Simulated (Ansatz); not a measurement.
Structure relaxation of Ta3Cd

These are results of Ansatz 0.2.0, DFT PBE, scalar-relativistic, plane waves, PAW, not measurements. Cutoff 420 eV, Γ-centred k mesh, Gaussian smearing, no spin polarisation in the final step.

A relaxed cell is given with its space group left out.

```xyz
4
Lattice="5.6119 0.0000 0.0000 -2.8059 4.8600 0.0000 0.0000 0.0000 2.7985" Properties=species:S:1:pos:R:3 pbc="T T T"
Ta    2.8059    0.0000    0.0000
Ta   -1.4030    2.4300    0.0000
Ta    1.4030    2.4300    0.0000
Cd    0.0000    0.0000    1.3993
```

The zero of energy is the elements' standard structures at the same level; no fitted shifts are applied.

Task: What space group does it have?

Result: P6/mmm (No. 191). Conventional cell: a = 5.612 Å, c = 2.799 Å. Ta has 6 Ta at 2.80–2.81 Å and 4 Cd at 3.14 Å; around Cd lie 2 Cd at 2.80 Å and 12 Ta at 3.14 Å.

Task: What is its formation energy per atom?

Result: 0.41 eV/atom.

Task: Is it a metal?

Result: Yes, bands cross the Fermi level on the 9×9×14 mesh.

The final run used a 9×9×14 mesh on its 4-atom cell and 0.10 eV smearing. For metals, differences of a few meV/atom aren't resolved. Spin–orbit coupling is left out. The cell came from a trial start, so Ta3Cd may not exist in this structure.